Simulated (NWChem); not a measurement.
The numbers come from NWChem runs, not from measurements. System: ethylene (C₂H₄), charge 0, spin multiplicity 1, at a geometry optimised with PBE/def2-SVP. Level: r2SCAN/STO-3G.

NWChem printed:

```
             Northwest Computational Chemistry Package (NWChem) 7.3.0
             --------------------------------------------------------

                                NWChem Input Module
                                -------------------

 Scaling coordinates for geometry "geometry" by  1.889725989
 (inverse scale =  0.529177249)

 Turning off AUTOSYM since
 SYMMETRY directive was detected!

                             Geometry "geometry" -> ""
                             -------------------------

 Output coordinates in angstroms (scale by  1.889725989 to convert to a.u.)

  No.       Tag          Charge          X              Y              Z
 ---- ---------------- ---------- -------------- -------------- --------------
    1 C                    6.0000     0.00000000     0.00000000     0.67028100
    2 C                    6.0000     0.00000000     0.00000000    -0.67028100
    3 H                    1.0000     0.93744900     0.00000000     1.25073800
    4 H                    1.0000    -0.93744900     0.00000000     1.25073800
    5 H                    1.0000    -0.93744900     0.00000000    -1.25073800
    6 H                    1.0000     0.93744900     0.00000000    -1.25073800

 Effective nuclear repulsion energy (a.u.)      32.9967627881

            Nuclear Dipole moment (a.u.)
            ----------------------------
        X                 Y               Z
 ---------------- ---------------- ----------------
     0.0000000000     0.0000000000     0.0000000000

      Symmetry information
      --------------------

 Group name             D2h
 Group number             26
 Group order               8
 No. of unique centers     2

      Symmetry unique atoms

     1    3


 Summary of "ao basis" -> "" (spherical)
 ------------------------------------------------------------------------------
       Tag                 Description            Shells   Functions and Types
 ---------------- ------------------------------  ------  ---------------------
 *                           sto-3g                   on all atoms

                                 NWChem DFT Module
                                 -----------------

 Summary of "ao basis" -> "ao basis" (spherical)
 ------------------------------------------------------------------------------
       Tag                 Description            Shells   Functions and Types
 ---------------- ------------------------------  ------  ---------------------
[...]
                     b3g               0.0          0.0
                     b3u               1.0          1.0

                       DFT Final Molecular Orbital Analysis
                       ------------------------------------

 Vector    6  Occ=2.000000D+00  E=-3.370288D-01  Symmetry=ag
              MO Center=  3.3D-16, -1.9D-34,  8.0D-17, r^2= 1.7D+00
   Bfn.  Coefficient  Atom+Function         Bfn.  Coefficient  Atom+Function
  ----- ------------  ---------------      ----- ------------  ---------------
     5      0.501415  1 C  pz                10     -0.501415  2 C  pz
    11      0.215786  3 H  s                 12      0.215786  4 H  s
    13      0.215786  5 H  s                 14      0.215786  6 H  s
     2     -0.027330  1 C  s                  7     -0.027330  2 C  s

 Vector    7  Occ=2.000000D+00  E=-2.804510D-01  Symmetry=b2g
              MO Center=  1.2D-16, -1.7D-48, -2.7D-16, r^2= 2.3D+00
   Bfn.  Coefficient  Atom+Function         Bfn.  Coefficient  Atom+Function
  ----- ------------  ---------------      ----- ------------  ---------------
     3      0.382422  1 C  px                 8     -0.382422  2 C  px
    11      0.354470  3 H  s                 12     -0.354470  4 H  s
    13      0.354470  5 H  s                 14     -0.354470  6 H  s

 Vector    8  Occ=2.000000D+00  E=-1.843346D-01  Symmetry=b2u
              MO Center=  2.4D-32, -3.5D-17,  5.8D-16, r^2= 1.1D+00
   Bfn.  Coefficient  Atom+Function         Bfn.  Coefficient  Atom+Function
  ----- ------------  ---------------      ----- ------------  ---------------
     4      0.635762  1 C  py                 9      0.635762  2 C  py

 Vector    9  Occ=0.000000D+00  E= 8.780705D-02  Symmetry=b3g
              MO Center= -2.4D-35,  5.9D-26, -4.0D-16, r^2= 1.2D+00
   Bfn.  Coefficient  Atom+Function         Bfn.  Coefficient  Atom+Function
  ----- ------------  ---------------      ----- ------------  ---------------
     4      0.809528  1 C  py                 9     -0.809528  2 C  py

 Vector   10  Occ=0.000000D+00  E= 3.504335D-01  Symmetry=b3u
              MO Center= -2.8D-15,  6.3D-33,  4.2D-16, r^2= 2.3D+00
   Bfn.  Coefficient  Atom+Function         Bfn.  Coefficient  Atom+Function
  ----- ------------  ---------------      ----- ------------  ---------------
     3      0.689672  1 C  px                 8      0.689672  2 C  px
    11     -0.617693  3 H  s                 12      0.617693  4 H  s
    13      0.617693  5 H  s                 14     -0.617693  6 H  s

 Vector   11  Occ=0.000000D+00  E= 3.969490D-01  Symmetry=b1u
              MO Center= -1.4D-16, -7.4D-34,  1.1D-16, r^2= 2.6D+00
   Bfn.  Coefficient  Atom+Function         Bfn.  Coefficient  Atom+Function
  ----- ------------  ---------------      ----- ------------  ---------------
     2      1.036855  1 C  s                  7     -1.036855  2 C  s
    11     -0.633222  3 H  s                 12     -0.633222  4 H  s
    13      0.633222  5 H  s                 14      0.633222  6 H  s
     5      0.186390  1 C  pz                10      0.186390  2 C  pz
     1     -0.170159  1 C  s                  6      0.170159  2 C  s

 center of mass
 --------------
 x =   0.00000000 y =   0.00000000 z =   0.00000000

 moments of inertia (a.u.)
 ------------------
          61.025864635996           0.000000000000           0.000000000000
           0.000000000000          73.677250166750           0.000000000000
           0.000000000000           0.000000000000          12.651385530754

     Multipole analysis of the density
     ---------------------------------

     L   x y z        total         alpha         beta         nuclear
     -   - - -        -----         -----         ----         -------
     0   0 0 0     -0.000000     -8.000000     -8.000000     16.000000

     1   1 0 0     -0.000000     -0.000000     -0.000000      0.000000
     1   0 1 0      0.000000      0.000000      0.000000      0.000000
     1   0 0 1      0.000000      0.000000      0.000000      0.000000

     2   2 0 0     -8.558983    -10.556070    -10.556070     12.553157
     2   1 1 0      0.000000      0.000000      0.000000      0.000000
     2   1 0 1      0.000000      0.000000      0.000000      0.000000
     2   0 2 0    -10.049499     -5.024750     -5.024750      0.000000
     2   0 1 1      0.000000      0.000000      0.000000      0.000000
     2   0 0 2     -8.628328    -25.113295    -25.113295     41.598263

 Task  times  cpu:        0.2s     wall:        0.2s

 Total times  cpu:        0.3s     wall:        0.3s
```

**Question.** Write an NWChem input that would produce this output.

**Answer.** One answer among several that fit: 
```
start mol
memory heap 200 mb stack 900 mb global 1100 mb
geometry units angstroms nocenter noautoz
  C      0.000000     0.000000     0.670281
  C      0.000000     0.000000    -0.670281
  H      0.937449     0.000000     1.250738
  H     -0.937449     0.000000     1.250738
  H     -0.937449     0.000000    -1.250738
  H      0.937449     0.000000    -1.250738
  symmetry group D2h
end
basis spherical
  * library sto-3g
end
dft
  xc r2scan
  semidirect memsize 60000000 filesize 0
  iterations 100
  grid fine
end
task dft energy
```
